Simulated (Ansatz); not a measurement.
Basis-set extrapolation for C4H6, SMILES `CC#CC` (PBE0-D4/def2-TZVP geometry, frozen core, the Gaussian-basis code of Ansatz). Multiplicity 1, RHF reference.

|  | def2-TZVPP | def2-QZVPP |
| --- | --- | --- |
| HF | -154.969650 | -154.976498 |
| MP2 correlation | -0.652023 | -0.693349 |
| CCSD(T) correlation | -0.714481 | not run |

Energies in hartree. Use E(X) = E(∞) + A·exp(−7.88·√X) for Hartree–Fock and E(X) = E(∞) + B·X^(−2.97) for correlation, with X = 3 and 4, and add CCSD(T) minus MP2 of the smaller set to the MP2 limit.

Q: What is the CCSD(T) energy at the basis-set limit?

A: HF limit: -154.976498 + (-0.006848) × 0.13774 = -154.97744. MP2 limit: -0.693349 + (-0.041326) × 0.74074 = -0.72396. Higher-order term: -0.714481 − (-0.652023) = -0.06246. Total: -155.76386 hartree, 209.3 kJ/mol below CCSD(T)/def2-TZVPP.
